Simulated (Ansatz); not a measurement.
# CH8AlN: the cost of one run

All numbers below are computed with Ansatz 0.2.0 (UKS PBE0/STO-3G).

## Step 1: The structure to begin with

Bond lengths: Al1–N2 2.235 Å, Al1–H3 1.547 Å, Al1–H4 1.547 Å, Al1–C6 2.291 Å, N2–H7 1.012 Å, N2–H8 1.012 Å, C6–H9 1.091 Å, C6–H10 1.096 Å, C6–H11 1.096 Å. Angles (14 of 15 angles, heavy atoms first): N2–Al1–C6 74.6°, Al1–N2–H7 126.4°, Al1–N2–H8 122.0°, N2–Al1–H3 115.5°, N2–Al1–H4 119.1°, H3–Al1–C6 114.5°, H4–Al1–C6 110.8°, Al1–C6–H9 149.0°, Al1–C6–H10 92.2°, Al1–C6–H11 92.6°, H7–N2–H8 108.2°, H3–Al1–H4 115.5°, H9–C6–H10 105.6°, H9–C6–H11 105.8°.

Structure file:

```xyz
11

Al   -0.5871   -0.0163   -1.1378
N     1.2990    0.8882   -0.3498
H    -0.4009   -1.1906   -2.1272
H    -1.8017    0.9008   -1.4139
H     0.4691    0.1642    0.4306
C    -0.5033   -0.6127    1.0723
H     1.4445    1.8609   -0.1115
H     2.2040    0.4604   -0.5014
H     0.0293   -0.6012    2.0245
H    -0.6626   -1.6713    0.8372
H    -1.4903   -0.1823    1.2768
```

## Step 2: Run 1

150 steps of 0.5 fs at constant energy, with velocities drawn for 100 K.

input.yaml

```yaml
crystal:
  periodic: [false, false, false]
  atoms:
    - { symbol: Al, position_ang: [-0.5871, -0.0163, -1.1378] }
    - { symbol: "N", position_ang: [1.299, 0.8882, -0.3498] }
    - { symbol: H, position_ang: [-0.4009, -1.1906, -2.1272] }
    - { symbol: H, position_ang: [-1.8017, 0.9008, -1.4139] }
    - { symbol: H, position_ang: [0.4691, 0.1642, 0.4306] }
    - { symbol: C, position_ang: [-0.5033, -0.6127, 1.0723] }
    - { symbol: H, position_ang: [1.4445, 1.8609, -0.1115] }
    - { symbol: H, position_ang: [2.204, 0.4604, -0.5014] }
    - { symbol: H, position_ang: [0.0293, -0.6012, 2.0245] }
    - { symbol: H, position_ang: [-0.6626, -1.6713, 0.8372] }
    - { symbol: H, position_ang: [-1.4903, -0.1823, 1.2768] }
magnetization:
  spin_polarized: true
basis:
  gaussian: { orbitals: STO-3G }
hamiltonian:
  xc: pbe0
md:
  timestep: 0.5
  n_steps: 150
  ensemble: nve
  temperature: 100.0
  initial_velocities: maxwell_boltzmann
  seed: 864922
```

Launch:

```console
ansatz run input.yaml --threads 1 --pin off --max-ram 2048MiB --backend cpu --events-out ev --progress --plain --runs-dir out
```

**Question.** How long does this run take on 1 thread of Intel Xeon 6975P-C (Granite Rapids), shared host, and how much memory does it need?

About 3 min, with a peak of 0.13 GiB.
